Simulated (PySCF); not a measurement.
**Bond curve of SiP⁺**

Set-up: Si def2-TZVP, P def2-TZVP; no relativity (PySCF 2.14). Energies in eV from Si⁺ + P in their ground configurations at the same level. All curves are PBE0. state 1: ³Σ⁻ (triplet), unpaired electrons π ↑↑; state 2: Ms = 0 determinant of mixed spin (⟨S²⟩ near 1.0), unpaired electrons π ↑↓, a mixture of terms (⟨Lz²⟩ = 2.0), a second solution, started from another occupation; state 3: ³Π (triplet), unpaired electrons σ ↑, π ↑, a second solution, started from another occupation; state 4: Ms = 0 determinant of mixed spin (⟨S²⟩ near 1.0), unpaired electrons σ ↓, π ↑, a second solution, started from another occupation.

```csv
R (Å),state 1,state 2,state 3,state 4
1.910,-2.089,-1.793,-2.403,-2.251
1.999,-2.665,-2.379,-2.668,-2.509
2.088,-2.981,-2.702,-2.724,-2.556
2.154,-3.092,-2.817,-2.672,-2.495
2.221,-3.121,-2.851,-2.564,-2.377
2.288,-3.089,-2.822,-2.420,-2.222
2.377,-2.974,-2.710,-2.207,-1.990
2.487,-2.753,-2.490,-1.947,-1.706
2.621,-2.422,-2.156,-1.672,-1.401
2.799,-1.941,-1.662,-1.376,-1.064
```

Put a parabola through the three lowest points of the state 1 curve and estimate Re, k and ωe (reduced mass 14.7 u; 1 eV/Å² = 0.16022 mdyn/Å; ωe = 1302.8·√(k/μ) cm⁻¹).

Through R = 2.154, 2.221, 2.288 Å the second-order coefficient is 6.79 eV/Å², so Re ≈ 2.219 Å, k ≈ 2.18 mdyn/Å and ωe ≈ 501 cm⁻¹. A polynomial fit of higher order to the unrounded PBE0 energies gives Re = 2.217 Å, k = 2.28 mdyn/Å, ωe = 513 cm⁻¹; anharmonicity and rounding make the difference.

The higher-order fit for each curve: state 1: Re = 2.217 Å, ωe = 513 cm⁻¹, De = 3.12 eV; state 2: Re = 2.220 Å, ωe = 512 cm⁻¹, minimum 2.85 eV below the ground-state fragments; state 3: Re = 2.073 Å, ωe = 593 cm⁻¹, minimum 2.73 eV below the ground-state fragments; state 4: Re = 2.067 Å, ωe = 603 cm⁻¹, minimum 2.56 eV below the ground-state fragments.

⟨S²⟩ of the unrestricted solution departs from its pure value on part of the curve, where spin states mix. For an ion De counts to the pair picked by the measured ionisation energies or electron affinities, which need not be the lowest pair at this level. The state is the lowest determinant that a PBE0 search found; another state may lie lower at other levels.
